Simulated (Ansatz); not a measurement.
# A basis-limit estimate, worked out

The pair of CH5N (SMILES CN, atoms 1–7) and CH4 (SMILES C, atoms 8–12), both closed shells, in one local arrangement (a lower one may exist), relaxed at PBE0-D4/def2-TZVP:

C1  (-0.423, -0.504, -1.721)
N2  (0.426, 0.674, -1.692)
H3  (-0.695, -0.912, -0.736)
H4  (0.077, -1.296, -2.283)
H5  (-1.347, -0.270, -2.253)
H6  (1.298, 0.479, -1.217)
H7  (-0.021, 1.429, -1.187)
C8  (0.137, 0.080, 2.218)
H9  (0.322, 0.402, 1.193)
H10  (-0.915, 0.227, 2.459)
H11  (0.752, 0.666, 2.901)
H12  (0.388, -0.975, 2.317)
(Å)

Both fragments are computed in the basis of the whole pair.

Computed with Ansatz 0.2.0 (basis: def2-TZVPPD and def2-QZVPPD); correlated methods freeze the cores.

Energies in eV:

| quantity | pair | first fragment | second fragment |
| --- | --- | --- | --- |
| Hartree–Fock, triple zeta (X = 3) | -3686.36328 | -2592.10271 | -1094.29028 |
| Hartree–Fock, quadruple zeta (X = 4) | -3686.54412 | -2592.22329 | -1094.35050 |
| MP2 correlation, X = 3 | -16.49734 | -11.04238 | -5.40205 |
| MP2 correlation, X = 4 | -17.49756 | -11.73179 | -5.71029 |
| CCSD(T) correlation, X = 3 | -18.28988 | -12.10719 | -6.12714 |

Q: Work out the interaction energy at the basis limit: extrapolate Hartree–Fock as E(X) = E∞ + A exp(−7.88 √X) and the MP2 correlation as E(X) = E∞ + B X^−2.97 (the exponents that Neese and Valeev fitted for def2-TZVPP and QZVPP, reused here for the diffuse sets), then add CCSD(T) − MP2 in triple zeta.

A: Each step is linear, so take the differences first (pair − first fragment − second fragment): Hartree–Fock 0.02971 (X = 3) and 0.02967 (X = 4); MP2 correlation -0.05291 and -0.05548; CCSD(T) correlation -0.05555.
Two points give E∞ = E(4) + w [E(4) − E(3)], with w = 1/(exp(7.88 (2 − √3)) − 1) = 0.1377 for Hartree–Fock and w = 1/((4/3)^2.97 − 1) = 0.7407 for the correlation.
Hartree–Fock: 0.02967 + 0.1377 × (-0.00004) = 0.0297 eV.
MP2 correlation: -0.05548 + 0.7407 × (-0.00257) = -0.0574 eV.
CCSD(T) − MP2: -0.05555 − (-0.05291) = -0.0026 eV.
Sum: 0.0297 + (-0.0574) + (-0.0026) = -0.0303 eV, or -0.70 kcal/mol. Plain CCSD(T) in triple zeta gives -0.0258 eV, so the larger basis shifts the result by -0.0045 eV.

No T1 diagnostic of these runs exceeds 0.009.

For scale, one of the runs: CCSD(T)/def2-TZVPPD, 264 basis functions, launched by `ansatz run in.yaml --threads 4 --pin off --events-out ev --progress --plain --max-ram 9574MiB`. Time: 56 s of wall clock on 4 CPU threads of an Intel Xeon Platinum 8488C; the host was shared. Peak host memory: 6.7 GiB.
